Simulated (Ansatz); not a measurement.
**AlHCl₂: a spread of methods and bases**

How do the results and run time of AlHCl₂ respond when the settings are drawn wide?

Method: the settings change from run to run; program: Ansatz 0.2.0, Gaussian basis.

### Step 1. The geometry

The structure was relaxed beforehand with PBE0-D4 in a triple-zeta def2 set.

4 atoms, charge 0, spin multiplicity 1.

Atoms are counted from 1 here; the program's logs count them from 0.

Bond lengths: Cl1–Al2 2.082 Å, Al2–Cl3 2.082 Å, Al2–H4 1.563 Å. Angles: Cl1–Al2–Cl3 118.2°, Cl1–Al2–H4 120.9°, Cl3–Al2–H4 120.9°.

### Step 2. B97/def2-mTZVP

Options: atoms shaken by 0.03 Å.

in.yaml

```yaml
crystal:
  periodic: [false, false, false]
  atoms:
    - {symbol: Cl, position_ang: [-1.222515, 0.656038, 1.377125]}
    - {symbol: Al, position_ang: [0.147435, 0.136357, 0.019233]}
    - {symbol: Cl, position_ang: [-0.140134, -1.741428, -0.996991]}
    - {symbol: H, position_ang: [1.419995, 0.949853, -0.288962]}
basis:
  gaussian: {orbitals: def2-mTZVP}
hamiltonian: {xc: {name: B97}}
```

Started as:

```
$ ansatz run in.yaml --threads 4 --pin off --events-out ev --progress --plain --max-ram 10444MiB
```

Log:

```text
Functional definition: B97
  name "B97"
  cite "Becke, J. Chem. Phys. 107, 8554 (1997) doi:10.1063/1.475007"
  parameter cx = 0.1943
  parameter cx0 = 0.8094
  parameter cx1 = 0.5073
  parameter cx2 = 0.7481
  parameter css0 = 0.1737
  parameter css1 = 2.3487
  parameter css2 = -2.4868
  parameter cos0 = 0.9454
  parameter cos1 = 0.7471
  parameter cos2 = -4.5961
  exchange = spin_sum(e_x_unif_s*poly(b97_u_x, cx0, cx1, cx2)) + cx*exact_x
  correlation = spin_sum(e_c_pw_same_spin*poly(b97_u_same, css0, css1, css2))
      + integral(e_c_pw_opposite_spin*poly(b97_u_opposite, cos0, cos1, cos2))
599 factors; integrals over basis functions are off by at most 9.8e-4 eV
mean field evaluation 1: about -31657.3675 eV, gradient 1.9e1 eV
mean field evaluation 2: about -31657.4160 eV, gradient 2.0e1 eV
mean field evaluation 4: about -31658.3073 eV, gradient 6.1e-1 eV
mean field evaluation 8: about -31658.3672 eV, gradient 7.5e-2 eV
mean field -31658.36726381 eV, -1163.4235381329 hartree, gradient 3.3e-5 eV, S^2 0.000000; 0 other end points of the search recorded, 0 dependent functions left out
reference -31658.36728645 eV, -1163.4235389649 hartree; 24, 24 occupied and 45, 45 virtual orbitals, 599 factors
Total energy: -31658.36728645 eV, -1163.4235389649 hartree
```

It took 1.1 s on 4 threads of Arm Neoverse V2, shared host.

### Step 3. B3LYP5/def2-TZVPD

Set apart from the defaults: charge -1, multiplicity 2, relativity set to none.

in.yaml

```yaml
crystal:
  periodic: [false, false, false]
  atoms:
    - {symbol: Cl, position_ang: [-1.277891, 0.641289, 1.390737]}
    - {symbol: Al, position_ang: [0.128084, 0.067687, -0.033761]}
    - {symbol: Cl, position_ang: [-0.163086, -1.736132, -1.031986]}
    - {symbol: H, position_ang: [1.368393, 0.966757, -0.345289]}
basis:
  gaussian: {orbitals: def2-TZVPD}
total_charge: -1
magnetization: {spin_polarized: true, initial_magnetization: 1}
hamiltonian: {xc: {name: B3LYP5}, pseudopotentials: {relativity: none}}
```

The command is unchanged.

Log, shortened:

```text
Functional definition: B3LYP5
  name "B3LYP5"
  cite "Stephens, Devlin, Chabalowski & Frisch, J. Phys. Chem. 98, 11623 (1994) doi:10.1021/j100096a001"
  cite "Becke, Phys. Rev. A 38, 3098 (1988) doi:10.1103/PhysRevA.38.3098"
  cite "Lee, Yang & Parr, Phys. Rev. B 37, 785 (1988) doi:10.1103/PhysRevB.37.785"
  cite "Vosko, Wilk & Nusair, Can. J. Phys. 58, 1200 (1980) doi:10.1139/p80-159"
[...]
923 factors; their error is unknown
[...]
mean field -31659.48496117 eV, -1163.4646127532 hartree, gradient 6.0e-6 eV, S^2 0.754009; 7 other end points of the search recorded, 0 dependent functions left out
reference -31659.48518917 eV, -1163.4646211324 hartree; 25, 24 occupied and 119, 120 virtual orbitals, 923 factors
Total energy: -31659.48518917 eV, -1163.4646211324 hartree
```

Wall time 11 s (4 threads of Arm Neoverse V2, shared host); peak memory 0.49 GiB.

⟨S²⟩ 0.754.

### Step 4. PBE-QIDH/pcseg-2

This run has coordinates scaled by 1.12, high accuracy.

in.yaml

```yaml
crystal:
  periodic: [false, false, false]
  atoms:
    - {symbol: Cl, position_ang: [-1.431238, 0.718243, 1.557625]}
    - {symbol: Al, position_ang: [0.143454, 0.075809, -0.037813]}
    - {symbol: Cl, position_ang: [-0.182656, -1.944467, -1.155824]}
    - {symbol: H, position_ang: [1.532600, 1.082768, -0.386724]}
basis:
  gaussian: {orbitals: pcseg-2}
hamiltonian: {xc: {name: PBE-QIDH}}
accuracy: high
```

Launched as before.

Log, shortened:

```text
Functional definition: PBE-QIDH
  name "PBE-QIDH"
  cite "Brémond, Sancho-García, Pérez-Jiménez & Adamo, J. Chem. Phys. 141, 031101 (2014) doi:10.1063/1.4890314"
  cite "Perdew, Burke & Ernzerhof, Phys. Rev. Lett. 77, 3865 (1996) doi:10.1103/PhysRevLett.77.3865"
[...]
1819 factors; integrals over basis functions are off by at most 1.5e-8 eV
[...]
mean field -31639.28528451 eV, -1162.7222883278 hartree, gradient 2.8e-8 eV, S^2 0.000000; 0 other end points of the search recorded, 0 dependent functions left out
15 core orbitals not correlated: weight in the atoms' cores, before any rotation towards them, 1.000 or more for the frozen orbitals, at most 0.000 for the correlated occupied ones
reference -31639.28528563 eV, -1162.7222883692 hartree; 9, 9 occupied and 92, 92 virtual orbitals, 1819 factors
second order -12.99192161 eV of doubles, -0.00000000 eV of singles
Total energy: -31643.61592617 eV, -1162.8814364735 hartree
```

Wall time 3.6 s (4 threads of Arm Neoverse V2, shared host); peak memory 0.36 GiB.

### Step 5. LC-wPBE/ANO-RCC-VTZP

in.yaml

```yaml
crystal:
  periodic: [false, false, false]
  atoms:
    - {symbol: Cl, position_ang: [-1.277891, 0.641289, 1.390737]}
    - {symbol: Al, position_ang: [0.128084, 0.067687, -0.033761]}
    - {symbol: Cl, position_ang: [-0.163086, -1.736132, -1.031986]}
    - {symbol: H, position_ang: [1.368393, 0.966757, -0.345289]}
basis:
  gaussian: {orbitals: ANO-RCC-VTZP}
hamiltonian: {xc: {name: LC-wPBE}}
```

Same command.

Log, shortened:

```text
Functional definition: LC-wPBE
  name "LC-wPBE"
  cite "Vydrov & Scuseria, J. Chem. Phys. 125, 234109 (2006) doi:10.1063/1.2409292"
  cite "Heyd & Scuseria, J. Chem. Phys. 120, 7274 (2004) doi:10.1063/1.1668634"
  cite "Ernzerhof & Perdew, J. Chem. Phys. 109, 3313 (1998) doi:10.1063/1.476928"
  cite "Perdew, Burke & Ernzerhof, Phys. Rev. Lett. 77, 3865 (1996) doi:10.1103/PhysRevLett.77.3865"
  parent pbe
[...]
1076 factors; their error is unknown
280 factors; integrals over basis functions are off by at most 1.5e-4 eV
[...]
mean field -31744.16470423 eV, -1166.5765359127 hartree, gradient 2.1e-5 eV, S^2 0.000000; 0 other end points of the search recorded, 0 dependent functions left out
reference -31744.16470424 eV, -1166.5765359130 hartree; 24, 24 occupied and 92, 92 virtual orbitals, 1076 factors
Total energy: -31744.16470424 eV, -1166.5765359130 hartree
Relativity: scalar
```

It took 1.7 s on 4 threads of Arm Neoverse V2, shared host.

### Step 6. r2SCAN50/aug-cc-pVDZ

Changes to in.yaml since step 5:

```diff
@@ -8,3 +8,4 @@
 basis:
-  gaussian: {orbitals: ANO-RCC-VTZP}
-hamiltonian: {xc: {name: LC-wPBE}}
+  gaussian: {orbitals: aug-cc-pVDZ}
+hamiltonian: {xc: {name: r2SCAN50}}
+output: {forces: true}
```

The command is unchanged.

Log, shortened:

```text
Functional definition: r2SCAN50
  name "r2SCAN50"
  cite "Bursch, Neugebauer, Ehlert & Grimme, J. Chem. Phys. 156, 134105 (2022) doi:10.1063/5.0086040"
  cite "Furness, Kaplan, Ning, Perdew & Sun, J. Phys. Chem. Lett. 11, 8208 (2020) doi:10.1021/acs.jpclett.0c02405"
  cite "Furness, Kaplan, Ning, Perdew & Sun, J. Phys. Chem. Lett. 11, 9248 (2020) doi:10.1021/acs.jpclett.0c03077"
  parent r2scan
[...]
888 factors; integrals over basis functions are off by at most 4.1e-4 eV
[...]
mean field -31659.64353666 eV, -1163.4704402950 hartree, gradient 5.8e-6 eV, S^2 0.000000; 0 other end points of the search recorded, 0 dependent functions left out
[...]
reference -31659.64354941 eV, -1163.4704407637 hartree; 24, 24 occupied and 66, 66 virtual orbitals, 888 factors
Total energy: -31659.64354941 eV, -1163.4704407637 hartree
Atom 0 at    -1.277891     0.641289     1.390737 Å, force    -0.244398     0.088260     0.239918 eV/Å
Atom 1 at     0.128084     0.067687    -0.033761 Å, force     0.393238     0.285001    -0.098801 eV/Å
Atom 2 at    -0.163086    -1.736132    -1.031986 Å, force    -0.058610    -0.307848    -0.163774 eV/Å
Atom 3 at     1.368393     0.966757    -0.345289 Å, force    -0.090229    -0.065413     0.022658 eV/Å
Dipole moment:     0.193880     0.140540    -0.048696 e Å
```

Run time: 2.2 s. Hardware: 4 threads of Arm Neoverse V2, shared host.

Largest force 0.496 eV/Å, dipole 1.17 D.

### Step 7. B97/aug-cc-pVDZ

Options: charge +1, multiplicity 2, atoms shaken by 0.03 Å.

in.yaml

```yaml
crystal:
  periodic: [false, false, false]
  atoms:
    - {symbol: Cl, position_ang: [-1.234515, 0.612542, 1.407297]}
    - {symbol: Al, position_ang: [0.068464, 0.078462, -0.038758]}
    - {symbol: Cl, position_ang: [-0.130716, -1.743842, -1.005197]}
    - {symbol: H, position_ang: [1.362541, 0.996153, -0.365207]}
basis:
  gaussian: {orbitals: aug-cc-pVDZ}
total_charge: 1
magnetization: {spin_polarized: true, initial_magnetization: 1}
hamiltonian: {xc: {name: B97}}
output: {forces: true}
```

The command is unchanged.

Log, shortened:

```text
Functional definition: B97
  name "B97"
  cite "Becke, J. Chem. Phys. 107, 8554 (1997) doi:10.1063/1.475007"
[...]
      + integral(e_c_pw_opposite_spin*poly(b97_u_opposite, cos0, cos1, cos2))
888 factors; integrals over basis functions are off by at most 3.3e-4 eV
[...]
mean field -31646.81992318 eV, -1162.9991811920 hartree, gradient 6.4e-6 eV, S^2 0.758427; 8 other end points of the search recorded, 0 dependent functions left out
[...]
reference -31646.81996281 eV, -1162.9991826483 hartree; 24, 23 occupied and 66, 67 virtual orbitals, 888 factors
Total energy: -31646.81996281 eV, -1162.9991826483 hartree
Atom 0 at    -1.234515     0.612542     1.407297 Å, force    -0.988244     0.838725     1.332670 eV/Å
Atom 1 at     0.068464     0.078462    -0.038758 Å, force     0.359111    -0.326226    -0.471151 eV/Å
Atom 2 at    -0.130716    -1.743842    -1.005197 Å, force     0.251042    -0.748532    -0.707321 eV/Å
Atom 3 at     1.362541     0.996153    -0.365207 Å, force     0.378092     0.236033    -0.154198 eV/Å
Dipole moment:     0.454495     0.348640    -0.191264 e Å
```

It took 9.5 s on 4 threads of Arm Neoverse V2, shared host; peak memory 0.33 GiB.

Largest force 1.859 eV/Å, ⟨S²⟩ 0.758.

### Step 8. wB97/def2-TZVP

in.yaml

```yaml
crystal:
  periodic: [false, false, false]
  atoms:
    - {symbol: Cl, position_ang: [-1.277891, 0.641289, 1.390737]}
    - {symbol: Al, position_ang: [0.128084, 0.067687, -0.033761]}
    - {symbol: Cl, position_ang: [-0.163086, -1.736132, -1.031986]}
    - {symbol: H, position_ang: [1.368393, 0.966757, -0.345289]}
basis:
  gaussian: {orbitals: def2-TZVP}
hamiltonian: {xc: {name: wB97}}
output: {forces: true}
```

Launched as before.

Log, shortened:

```text
Functional definition: wB97
  name "wB97"
  cite "Chai & Head-Gordon, J. Chem. Phys. 128, 084106 (2008) doi:10.1063/1.2834918"
  cite "Becke, J. Chem. Phys. 107, 8554 (1997) doi:10.1063/1.475007"
[...]
  # The coefficients of nought are those of the uniform gas.
[...]
      + integral(e_c_pw_opposite_spin*poly(b97_u_opposite, 1, cos1, cos2, cos3, cos4))
815 factors; their error is unknown
232 factors; integrals over basis functions are off by at most 5.3e-5 eV
[...]
mean field -31662.92105544 eV, -1163.5908868886 hartree, gradient 6.7e-5 eV, S^2 0.000000; 0 other end points of the search recorded, 0 dependent functions left out
[...]
reference -31662.92104615 eV, -1163.5908865472 hartree; 24, 24 occupied and 93, 93 virtual orbitals, 815 factors
Total energy: -31662.92104615 eV, -1163.5908865472 hartree
Atom 0 at    -1.277891     0.641289     1.390737 Å, force     0.079387    -0.037331    -0.083758 eV/Å
Atom 1 at     0.128084     0.067687    -0.033761 Å, force     0.003102     0.002207    -0.000807 eV/Å
Atom 2 at    -0.163086    -1.736132    -1.031986 Å, force     0.012996     0.104347     0.060588 eV/Å
Atom 3 at     1.368393     0.966757    -0.345289 Å, force    -0.095486    -0.069223     0.023978 eV/Å
Dipole moment:     0.181789     0.131776    -0.045659 e Å
```

Wall time 2 s (4 threads of Arm Neoverse V2, shared host).

Largest force 0.121 eV/Å, dipole 1.10 D.

### Step 9. wPBEh/def2-mTZVPP

Set apart from the defaults: high accuracy.

Changes to in.yaml since step 8:

```diff
@@ -8,4 +8,4 @@
 basis:
-  gaussian: {orbitals: def2-TZVP}
-hamiltonian: {xc: {name: wB97}}
-output: {forces: true}
+  gaussian: {orbitals: def2-mTZVPP}
+hamiltonian: {xc: {name: wPBEh}}
+accuracy: high
```

The command is unchanged.

Log, shortened:

```text
Functional definition: wPBEh
  name "wPBEh"
  cite "Heyd, Scuseria & Ernzerhof, J. Chem. Phys. 118, 8207 (2003) doi:10.1063/1.1564060"
  cite "Krukau, Vydrov, Izmaylov & Scuseria, J. Chem. Phys. 125, 224106 (2006) doi:10.1063/1.2404663"
  cite "Heyd & Scuseria, J. Chem. Phys. 120, 7274 (2004) doi:10.1063/1.1668634"
  cite "Ernzerhof & Perdew, J. Chem. Phys. 109, 3313 (1998) doi:10.1063/1.476928"
  cite "Perdew, Burke & Ernzerhof, Phys. Rev. Lett. 77, 3865 (1996) doi:10.1103/PhysRevLett.77.3865"
  parent pbe
[...]
1434 factors; integrals over basis functions are off by at most 3.8e-9 eV
94 factors; integrals over basis functions are off by at most 1.7e-9 eV
[...]
mean field -31652.82389630 eV, -1163.2198231343 hartree, gradient 1.5e-8 eV, S^2 0.000000; 0 other end points of the search recorded, 0 dependent functions left out
reference -31652.82389954 eV, -1163.2198232535 hartree; 24, 24 occupied and 57, 57 virtual orbitals, 1434 factors
Total energy: -31652.82389954 eV, -1163.2198232535 hartree
```

It took 1.6 s on 4 threads of Arm Neoverse V2, shared host.

### Step 10. MP2/x2c-TZVPPall

Changes to in.yaml since step 9:

```diff
@@ -8,4 +8,5 @@
 basis:
-  gaussian: {orbitals: def2-mTZVPP}
-hamiltonian: {xc: {name: wPBEh}}
-accuracy: high
+  gaussian: {orbitals: x2c-TZVPPall}
+hamiltonian: {xc: {name: HF}}
+correlation: {method: mp2}
+output: {forces: true}
```

Launched as before.

Log, shortened:

```text
Functional definition: HF
  name "HF"
  cite "Fock, Z. Phys. 61, 126 (1930) doi:10.1007/BF01340294"
  parent pbe
[...]
830 factors; integrals over basis functions are off by at most 1.8e-3 eV
[...]
mean field -31699.55254598 eV, -1164.9370693365 hartree, gradient 3.4e-6 eV, S^2 0.000000; 0 other end points of the search recorded, 0 dependent functions left out
15 core orbitals not correlated: weight in the atoms' cores, before any rotation towards them, 1.000 or more for the frozen orbitals, at most 0.000 for the correlated occupied ones
reference -31699.55254598 eV, -1164.9370693365 hartree; 9, 9 occupied and 116, 116 virtual orbitals, 830 factors
second order -12.21623511 eV of doubles, -0.00000000 eV of singles
[...]
Total energy: -31711.76878109 eV, -1165.3860076962 hartree
Relativity: scalar
Atom 0 at    -1.277891     0.641289     1.390737 Å, force    -0.025217     0.017332     0.030287 eV/Å
Atom 1 at     0.128084     0.067687    -0.033761 Å, force     0.152230     0.110304    -0.038265 eV/Å
Atom 2 at    -0.163086    -1.736132    -1.031986 Å, force    -0.000277    -0.035760    -0.023849 eV/Å
Atom 3 at     1.368393     0.966757    -0.345289 Å, force    -0.126736    -0.091876     0.031827 eV/Å
Dipole moment:     0.160834     0.116586    -0.040396 e Å
```

Wall time 1.5 s (4 threads of Arm Neoverse V2, shared host); peak memory 0.28 GiB.

Largest force 0.192 eV/Å, dipole 0.97 D.

### Step 11. The runs in one table

| level | charge | multiplicity | geometry | functions | energy (eV) | time |
| --- | --- | --- | --- | --- | --- | --- |
| B97/def2-mTZVP | 0 | 1 | shaken | 69 | -31658.367 | 1.1 s |
| B3LYP5/def2-TZVPD | -1 | 2 | relaxed | 144 | -31659.485 | 11 s |
| PBE-QIDH/pcseg-2 | 0 | 1 | scaled | 116 | -31643.616 | 3.6 s |
| LC-wPBE/ANO-RCC-VTZP | 0 | 1 | relaxed | 116 | -31744.165 | 1.7 s |
| r2SCAN50/aug-cc-pVDZ | 0 | 1 | relaxed | 90 | -31659.644 | 2.2 s |
| B97/aug-cc-pVDZ | 1 | 2 | shaken | 90 | -31646.820 | 9.5 s |
| wB97/def2-TZVP | 0 | 1 | relaxed | 117 | -31662.921 | 2 s |
| wPBEh/def2-mTZVPP | 0 | 1 | relaxed | 81 | -31652.824 | 1.6 s |
| MP2/x2c-TZVPPall | 0 | 1 | relaxed | 140 | -31711.769 | 1.5 s |

### Step 12. Summary of results

| quantity | value |
| --- | --- |
| runs | 9 |
| quickest | B97/def2-mTZVP, 1.1 s |
| slowest | B3LYP5/def2-TZVPD, 11 s |
| spread of total energies, same state and geometry | 91.3 eV |
| dipole, same state and geometry | 0.97 to 1.17 D |

B3LYP5/def2-TZVPD took 9 times as long as B97/def2-mTZVP. The jobs differ in tasks and options as well as level. The totals spread over 91 eV; they can't be compared across methods or bases. Some of these runs are scalar-relativistic and others not, which shifts the totals of all-electron atoms past neon by eV; core potentials, where a basis has them, take the core out of the total altogether. At the PBE0-D4/def2-TZVP geometry and in the same state, runs without warnings or point charges leave forces up to 0.50 eV/Å (r2SCAN50/aug-cc-pVDZ). At that geometry and state the dipole changes by 21 % between the lowest and highest value.
